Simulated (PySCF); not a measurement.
## Static response to an electric field

2-methyl-1,3-dithiolane, C₄H₈S₂.
Cartesian coordinates in Å at the PBE0-D3(BJ)/def2-SVP level; atoms count from 1:
```
atom  x, y, z in Å
C1     2.0210   -0.0480    0.5279
C2     0.9505   -0.4111   -0.4842
S3     0.0985    1.0432   -1.1898
C4    -1.3451    0.9326   -0.0999
C5    -1.7708   -0.5205   -0.0851
S6    -0.3026   -1.5262    0.2775
H7     2.4965   -0.9564    0.9312
H8     2.8016    0.5693    0.0575
H9     1.5877    0.5133    1.3683
H10    1.3926   -0.9365   -1.3447
H11   -1.0992    1.2869    0.9133
H12   -2.1236    1.5867   -0.5224
H13   -2.5088   -0.7245    0.7070
H14   -2.2007   -0.8101   -1.0559
```

Level: CAM-B3LYP/def2-SVPD (PySCF), static field, nuclei fixed, core orbitals frozen in the response. The polarisability tensor in these axes (au):

```
x   94.94 -0.41 -0.17
y   -0.41 87.06 -7.54
z   -0.17 -7.54 76.69
```

Problem. Diagonalise the tensor; give its mean and Δα, where Δα² is half the sum of the squared differences of the eigenvalues.

Solution. Principal values 72.71, 91.00 and 94.96 au; mean 86.23 au = 12.78 Å³ = 14.22 × 10⁻⁴⁰ C²·m²/J; Δα = 20.56 au (24 % of the mean).

Problem. What is the dipole moment, and where does it point?

Solution. (-0.72, 0.55, 0.51) D, 1.04 D in size, pointing from the negative to the positive side. Measured along this direction, the outermost atoms are H10 at the negative end and H12 at the positive end.

Problem. Sum over states: ᾱ = Σ f/ω², ω in Eh. What share falls to these 10 lowest TDDFT singlets (eV, f)? 5.08, 0.0004; 5.18, 0.0013; 6.24, 0.0633; 6.33, 0.0051; 6.58, 0.0041; 6.70, 0.0092; 6.76, 0.0132; 6.86, 0.0068; 6.91, 0.0032; 7.03, 0.0681.

Solution. They add up to 2.96 au, 3.4 % of the 86.23 au; the largest single term is 1.20 au, from the state at 6.24 eV. Terms in order: 0.01, 0.03, 1.20, 0.09, 0.07, 0.15, 0.21, 0.11, 0.05, 1.02 au. Higher excitations give the rest. The strengths listed sum to 0.175.

Problem. Molar refractivity from α?

Solution. Lorentz–Lorenz: R = (4π/3)N_A α = 2.5225 cm³/(mol·Å³) × 12.78 Å³ = 32.2 cm³/mol, in the limit of long wavelengths.

Problem. What depolarisation ratio follows for Rayleigh scattering of linearly polarised light, taking the static tensor?

Solution. ρ = 3Δα²/(45ᾱ² + 4Δα²) = 1268.0/(334573 + 1690.6) = 0.00377.

Problem. What are the principal values of the traceless quadrupole moment, Θ = ½Σq(3rr − r²1), about the centre of nuclear charge?

Solution. -8.68, -2.17, 10.84 D·Å. The values depend on the origin, since the dipole doesn't vanish. The electronic extent ⟨r²⟩ about the same centre is 821 bohr², a root-mean-square distance of 1.90 Å for the 64 electrons.

Problem. In a dilute gas of rigid molecules at 500 K, how does the orientational term μ²/3kT compare with the electronic polarisability?

Solution. In Gaussian units μ²/3kT = 5.19 Å³ against 12.78 Å³, a ratio of 0.41; the Debye molar polarisation (4π/3)N_A(α + μ²/3kT) is 45.3 cm³/mol, leaving out the vibrational part.

Geometry: PBE0-D3(BJ)/def2-SVP, one conformer, isolated molecule.
